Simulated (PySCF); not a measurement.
**MO for M along the third period**

r²SCAN with double-zeta basis sets in PySCF, for the lowest determinant that a PBE0 search found; no spin–orbit coupling. De refers to high-spin ground-configuration atoms. A positive dipole means M(−)O(+).

| M | basis | state (unpaired electrons) | Re (Å) | ωe (cm⁻¹) | De (eV) | μ (D) |
| --- | --- | --- | --- | --- | --- | --- |
| Na | aug-cc-pVDZ | doublet (π ↑) | 2.068 | 484 | 2.79 | -8.13 |
| Al | cc-pV(D+d)Z/cc-pVDZ | doublet (σ ↑) | 1.629 | 967 | 5.24 | -3.91 |
| Si | def2-SVP | singlet (closed shell) | 1.530 | 1232 | 7.86 | -2.56 |
| P | def2-SVP | doublet (π ↑) | 1.502 | 1229 | 5.72 | -1.97 |
| S | aug-cc-pV(D+d)Z/aug-cc-pVDZ | triplet (π ↑↑) | 1.508 | 1119 | 5.54 | -1.42 |

The shortest bond is that of PO (1.502 Å), the longest that of NaO (2.068 Å). SiO is bound most strongly (7.86 eV) and NaO least (2.79 eV).

The rows differ in basis set, which adds steps of its own.

The state changes along the series, so neighbouring rows are not always alike in their bonding.

States were picked by a PBE0 search and need not be the measured ground states.
